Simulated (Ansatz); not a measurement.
bcc V, treated with r²SCAN0 in Ansatz (PAW).

Settings: plane-wave cutoff 520 eV, 14×14×14 k mesh, Fermi–Dirac smearing 0.05 eV, no spin polarisation, scalar-relativistic PAW data made under PBE.

Computed at the level's own relaxed cell.

**Question.** What does this level give for the volume per atom, bulk modulus B0 and equilibrium lattice constant a?

**Answer.** 
* **volume per atom**: 12.93 Å³/atom
* **bulk modulus B0**: 211 GPa
* **equilibrium lattice constant a**: 2.957 Å

Measured, for comparison: equilibrium volume per atom 13.79 Å³/atom, lattice constant a 3.021 Å (static lattice: zero-point anharmonic expansion removed; as tabulated in Mejia-Rodriguez and Trickey (2018), arXiv:1807.09216); bulk modulus 161 GPa (corrected for temperature and zero-point phonon effects, our sources range from 159 to 166; as tabulated in Levämäki et al. (2014), arXiv:1402.3671). Computed (rounded) less measured: equilibrium volume per atom -6.2 %, bulk modulus +31 % (+27 % to +33 % over the range), lattice constant a -2.1 %.

Static lattice: no zero-point or thermal effects.

Ansatz is an electronic-structure program.
